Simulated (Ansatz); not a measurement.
This geometry of ClH3Si + H (6 atoms, charge 0, multiplicity 2) is a first-order saddle point.

Level of theory: Ansatz, UKS CAM-B3LYP/6-31G*.

```xyz
6
Properties=species:S:1:pos:R:3
Si 0.000 0.000 0.008
Cl 0.000 0.000 2.383
H 1.411 0.000 -0.440
H -0.705 1.222 -0.441
H -0.705 -1.222 -0.441
H 0.001 0.000 3.902
```

Question: Which two structures does it join? (They come from a converged band through this point; their orientation in space is the band's.)

Answer: Bonds broken: Si1–Cl2. Bonds formed: Cl2–H6. ClH3Si + H becomes ClH + H3Si.

Image 0:

```xyz
6
Properties=species:S:1:pos:R:3
Si 0.003 0.000 -0.161
Cl 0.021 0.000 1.906
H 1.400 0.000 -0.644
H -0.702 1.213 -0.626
H -0.702 -1.213 -0.626
H -0.018 0.000 5.122
```

Image 6:

```xyz
6
Properties=species:S:1:pos:R:3
Si 0.000 0.000 -0.524
Cl 0.001 0.000 3.584
H 1.411 0.000 -0.987
H -0.706 1.222 -0.986
H -0.706 -1.222 -0.986
H 0.002 0.000 4.869
```

Question: How far does it lie above each of them?

Answer: 18.9 kcal/mol above the first and 15.4 kcal/mol above the second. This is the barrier of this one path; another mechanism may lie lower.

Time of the run: 100 s on 1 thread of Intel(R) Xeon(R) Platinum 8488C (Sapphire Rapids), with other jobs on the host, peak memory 0.14 GiB.
